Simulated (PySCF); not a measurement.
Breaking a bond: N₂, singlet.

- UHF/aug-cc-pVTZ, density fitting (PySCF)
- RHF/aug-cc-pVTZ, density fitting (PySCF)
- UKS-B3LYP = unrestricted B3LYP/aug-cc-pVTZ (PySCF)
- RKS-B3LYP = restricted B3LYP/aug-cc-pVTZ run with PySCF 2.14.0
- UKS-PBE = unrestricted PBE/aug-cc-pVTZ run with PySCF
- RKS-PBE = PySCF with restricted PBE/aug-cc-pVTZ

Scanned distances (Å): 0.88, 0.93, 0.98, 1.03, 1.07, 1.09, 1.11, 1.15, 1.20, 1.28, 1.36, 1.46, 1.64, 1.78, 1.95, 2.20, 2.41, 2.68, 2.97, 3.22, 3.82, 4.41.

Question: Where does the unrestricted solution first break spin symmetry (<S²> of 0.01 or more)?

Answer: UHF: between 1.11 and 1.15 Å; UKS-B3LYP: between 1.36 and 1.46 Å; UKS-PBE: between 1.46 and 1.64 Å.

```
R / Å  <S²> UHF  E(RHF) − E(UHF) / kcal/mol  <S²> UKS-B3LYP  E(RKS-B3LYP) − E(UKS-B3LYP) / kcal/mol  <S²> UKS-PBE  E(RKS-PBE) − E(UKS-PBE) / kcal/mol
-----  --------  --------------------------  --------------  --------------------------------------  ------------  ----------------------------------
0.88       0.00                         0.0            0.00                                     0.0          0.00                                 0.0
0.93       0.00                         0.0            0.00                                     0.0          0.00                                 0.0
0.98       0.00                         0.0            0.00                                     0.0          0.00                                 0.0
1.03       0.00                         0.0            0.00                                     0.0          0.00                                 0.0
1.07       0.00                         0.0            0.00                                     0.0          0.00                                 0.0
1.09       0.00                         0.0            0.00                                     0.0          0.00                                 0.0
1.11       0.00                         0.0            0.00                                     0.0          0.00                                 0.0
1.15       0.07                         0.1            0.00                                     0.0          0.00                                 0.0
1.20       0.47                         3.6            0.00                                     0.0          0.00                                 0.0
1.28       0.95                        17.9            0.00                                     0.0          0.00                                 0.0
1.36       1.29                        38.8            0.00                                     0.0          0.00                                 0.0
1.46       1.58                        69.8            0.34                                     1.1          0.00                                 0.0
1.64       2.04                       131.9            1.22                                    17.6          0.72                                 3.5
1.78       2.42                       185.6            1.64                                    36.7          1.31                                14.5
1.95       2.71                       250.2            2.06                                    61.9          1.79                                31.4
2.20       2.89                           —            2.55                                    98.9          2.33                                57.2
2.41       2.96                           —            2.77                                   125.8          2.63                                77.0
2.68       2.99                           —            2.90                                   152.8          2.84                                97.5
2.97       3.01                           —            2.96                                   173.5          2.93                               113.3
3.22       3.01                           —            2.99                                   186.3          2.97                               122.7
3.82       3.01                           —            3.00                                   204.8          3.00                               135.3
4.41       3.02                           —            3.01                                   213.9          3.00                               140.4
```

Dashes: no converged value, or the column stops at the first point that the program doubted or that broke a chosen test of continuity, which isn't proof of a fault.
